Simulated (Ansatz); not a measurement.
We consider fcc Rh, described by BLYP in Ansatz (PAW).

Numerical settings: plane-wave cutoff 520 eV, 24×24×24 k mesh, Fermi–Dirac smearing 0.05 eV, no spin polarisation, scalar-relativistic PAW data made under PBE.

Pressure at four volumes; x = ln(V/14.810 Å³). One pressure is withheld.

| V (Å³/atom) | x | P (GPa) |
|---|---|---|
| 13.921 | -0.0619 | 15.85 |
| 14.810 | 0.0000 | 0.17 |
| 15.402 | 0.0392 | -7.45 |
| 15.699 | 0.0583 | ? |

Pass a parabola P(x) through the three rows shown, estimate the bulk modulus and its pressure derivative near zero pressure, and predict the withheld pressure.

Slopes between the rows: (0.17 − (15.85))/(0.0000 − (-0.0619)) = -253.31 and (-7.45 − (0.17))/(0.0392 − (0.0000)) = -194.39 GPa. Their difference over the span 0.1011 is c = 58.92/0.1011 = 582.8 GPa, so P(x) = 15.85 + (-253.31)(x − (-0.0619)) + 582.8 (x − (-0.0619))(x − (0.0000)). At the middle row B = −dP/dx = −[-253.31 + 582.8 × 0.0619] = 217.2 GPa, and B′ = dB/dP = 2c/B = 5.4. At x = 0.0583 the parabola gives -10.51 GPa; the run gives -10.60 GPa. The Birch–Murnaghan fit to the energies at all volumes has B0 = 215 GPa and B′ = 5.3.

Measured, for comparison: bulk modulus 271 GPa (corrected for temperature and zero-point phonon effects, our sources range from 271 to 289; as tabulated in Levämäki et al. (2014), arXiv:1402.3671). Computed (rounded) less measured: bulk modulus -21 % (-21 % to -26 % over the range).

Ansatz is a program for electronic structure.
